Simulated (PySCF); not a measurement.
## Working out the ionisation energy of F

F [He] 2s2 2p5 (2P) → F+ [He] 2s2 2p4 (3P). Calculation: PySCF 2.14, in def2-QZVPPD (8s5p4d2f1g, 66 functions); no relativity, point nucleus. Frozen: nothing. Energies in hartree (1 hartree = 27.21139 eV):

```tsv
part	F (lower)	F+ (upper)
UHF	-99.415928	-98.840749
MP2 opposite-spin	-0.189942	-0.141443
MP2 same-spin	-0.055585	-0.040824
```

Question: What does Hartree-Fock give?

Answer: (-98.840749) − (-99.415928) = 0.575179 hartree = 15.651 eV.

Question: What do MP2 and SCS-MP2 (6/5 opposite-spin, 1/3 same-spin) give?

Answer: The opposite-spin parts differ by 1.320 eV and the same-spin parts by 0.402 eV. MP2: 15.651 + (1.320) + (0.402) = 17.373 eV. SCS-MP2: 15.651 + 1.2 × (1.320) + (0.402)/3 = 17.369 eV.

Measured between the centres of the two terms (NIST): 17.427 eV, so MP2 (valence and next inner shell) is off by -0.054 eV.

What remains against the reference includes basis incompleteness and correlation beyond second order.
